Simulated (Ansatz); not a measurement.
Geometry optimisation, Ansatz 0.2.0, UKS PBE-D4/6-31G.

input.yaml

```yaml
crystal:
  periodic: [false, false, false]
  atoms:
    - { symbol: H, position_ang: [-1.250465, -0.622891, -0.09351] }
    - { symbol: S, position_ang: [0.756789, -1.480446, 1.432785] }
    - { symbol: C, position_ang: [1.758797, -0.148467, 0.587568] }
    - { symbol: C, position_ang: [-1.719055, 0.200022, -0.630551] }
    - { symbol: F, position_ang: [-0.728954, 1.247034, -0.818545] }
    - { symbol: H, position_ang: [2.382886, 0.397664, 1.307524] }
    - { symbol: H, position_ang: [1.043002, 0.532039, 0.091768] }
    - { symbol: H, position_ang: [2.377845, -0.607498, -0.201812] }
    - { symbol: H, position_ang: [-2.061921, -0.134082, -1.622061] }
    - { symbol: H, position_ang: [-2.559024, 0.616626, -0.053267] }
magnetization:
  spin_polarized: true
  initial_magnetization: 1
basis:
  gaussian: { orbitals: "6-31G" }
hamiltonian:
  xc: pbe
  dispersion: d4
relax:
  f_tol: 0.03
  max_steps: 50
```

Run as:

```bash
$ ansatz run input.yaml --threads 1 --pin off --max-ram 2048MiB --backend cpu --events-out ev --progress --plain --runs-dir out
```

Problem. Where does it end, and by what steps?

Solution. It converged. Limits of this set-up: no polarisation functions. After 2 steps the energy has fallen by 0.007 eV; S2 moved furthest, 0.08 Å.

| step | energy less start (eV) | largest force component (eV/Å) | accepted |
| --- | --- | --- | --- |
| 0 | 0.0000 | 0.392 | yes |
| 1 | -0.0059 | 0.096 | yes |
| 2 | -0.0066 | 0.025 | yes |

```xyz
10
Properties=species:S:1:pos:R:3
H -1.309 -0.661 -0.133
S 0.818 -1.481 1.486
C 1.789 -0.150 0.602
C -1.752 0.205 -0.652
F -0.728 1.225 -0.803
H 2.423 0.415 1.298
H 1.050 0.518 0.117
H 2.391 -0.613 -0.197
H -2.102 -0.087 -1.655
H -2.580 0.629 -0.063
```

Whether the end is a true minimum wasn't checked by a vibrational analysis.

The run took 23 s on 1 thread of Arm Neoverse V1, with other jobs on the host, peak memory 0.15 GiB.
